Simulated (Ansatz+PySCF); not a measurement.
doublet C₂H₃O: levels of theory in one basis

| atom | x (Å) | y (Å) | z (Å) |
| --- | --- | --- | --- |
| C | -0.9826 | -0.6529 | 0.0000 |
| C | 0.0086 | 0.5164 | 0.0000 |
| H | -0.4599 | -1.6129 | 0.0000 |
| H | -1.6219 | -0.5684 | 0.8811 |
| H | -1.6219 | -0.5684 | -0.8811 |
| O | 1.2037 | 0.4581 | 0.0000 |

Basis set: cc-pVTZ (spherical functions). Frozen core: 3 orbitals. Correlation on ROHF uses semicanonical orbitals with singles. Charge 0, multiplicity 2.

Computed with Ansatz (development build ahead of 0.2.0); each method stands on the lowest determinant of its kind that the runs found.

```json
{"method": "ROHF", "E − E(ROHF) (eV)": "0.00", "<S²> of the determinant": "0.75"}
{"method": "UHF", "E − E(ROHF) (eV)": "-0.14", "<S²> of the determinant": "0.76"}
{"method": "ROHF-MP2", "E − E(ROHF) (eV)": "-14.86", "<S²> of the determinant": "–"}
{"method": "UHF-MP2", "E − E(ROHF) (eV)": "-14.82", "<S²> of the determinant": "0.76"}
```

(1) What does ROHF-CCSD(T) give on the same scale?

Results:

(1) -15.98 eV.
